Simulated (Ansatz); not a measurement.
## A relaxation, step by step

C$_{2}$H$_{5}$F (SMILES F.C=C), singlet, PBE0-D4/def2-TZVP (Ansatz 0.2.0). Settings:

```yaml
hamiltonian: {xc: pbe0, dispersion: d4}
relax: {f_tol: 0.005, max_steps: 200}
```

Start (the SMILES describes the start alone):

```
8
angstrom
F 0.9833 -0.5207 -2.0424
H 0.6172 -0.3167 -1.1970
C -0.7961 0.3711 0.1958
C 0.2634 -0.0924 0.8824
H -1.6392 -0.2838 -0.0791
H -0.8655 1.4252 -0.1195
H 1.1054 0.5633 1.1597
H 0.3314 -1.1460 1.2000
```

```csv
step,energy less the last (meV),largest force component (eV/Å)
1,38.7,0.575
2,4.1,0.380
3,2.5,0.348
4,0.0,0.019
5,0.0,0.002
```

Step 2, positions (Å) and forces (eV/Å):

```tsv
atom	x	y	z	Fx	Fy	Fz
F1	1.054	-0.547	-2.081	-0.216	0.107	0.380
H2	0.622	-0.327	-1.274	0.221	-0.106	-0.362
C3	-0.805	0.376	0.223	0.025	-0.012	0.010
C4	0.250	-0.086	0.889	-0.038	0.016	-0.007
H5	-1.643	-0.269	-0.037	0.120	0.092	0.039
H6	-0.876	1.419	-0.081	0.011	-0.149	0.044
H7	1.083	0.562	1.159	-0.118	-0.098	-0.050
H8	0.316	-1.127	1.203	-0.005	0.150	-0.054
```

Step 3, positions (Å) and forces (eV/Å):

```tsv
atom	x	y	z	Fx	Fy	Fz
F1	1.032	-0.542	-2.079	-0.127	0.083	0.340
H2	0.662	-0.330	-1.242	0.114	-0.082	-0.348
C3	-0.808	0.376	0.222	-0.063	0.028	-0.011
C4	0.244	-0.085	0.883	0.089	-0.039	-0.019
H5	-1.645	-0.265	-0.031	-0.027	-0.020	-0.015
H6	-0.878	1.414	-0.081	-0.005	0.037	-0.016
H7	1.080	0.556	1.139	0.024	0.028	0.035
H8	0.314	-1.123	1.188	-0.004	-0.035	0.034
```

Step 4, positions (Å) and forces (eV/Å):

| atom | x | y | z | Fx | Fy | Fz |
| --- | --- | --- | --- | --- | --- | --- |
| F1 | 1.050 | -0.545 | -2.077 | 0.007 | -0.003 | -0.010 |
| H2 | 0.645 | -0.332 | -1.266 | -0.010 | 0.003 | 0.012 |
| C3 | -0.809 | 0.377 | 0.226 | 0.019 | -0.008 | 0.009 |
| C4 | 0.247 | -0.086 | 0.884 | -0.017 | 0.006 | -0.019 |
| H5 | -1.646 | -0.264 | -0.028 | -0.006 | -0.004 | -0.001 |
| H6 | -0.880 | 1.416 | -0.078 | -0.001 | 0.008 | -0.001 |
| H7 | 1.080 | 0.557 | 1.145 | 0.007 | 0.005 | 0.005 |
| H8 | 0.313 | -1.123 | 1.194 | 0.001 | -0.007 | 0.005 |

Last step (5):

```
8
angstrom
F 1.0519 -0.5442 -2.0750
H 0.6420 -0.3316 -1.2649
C -0.8090 0.3766 0.2252
C 0.2469 -0.0860 0.8831
H -1.6468 -0.2643 -0.0280
H -0.8796 1.4158 -0.0779
H 1.0809 0.5568 1.1437
H 0.3137 -1.1232 1.1936
```

Hardware: 2 CPU threads, shared host. Wall time about 9 s.
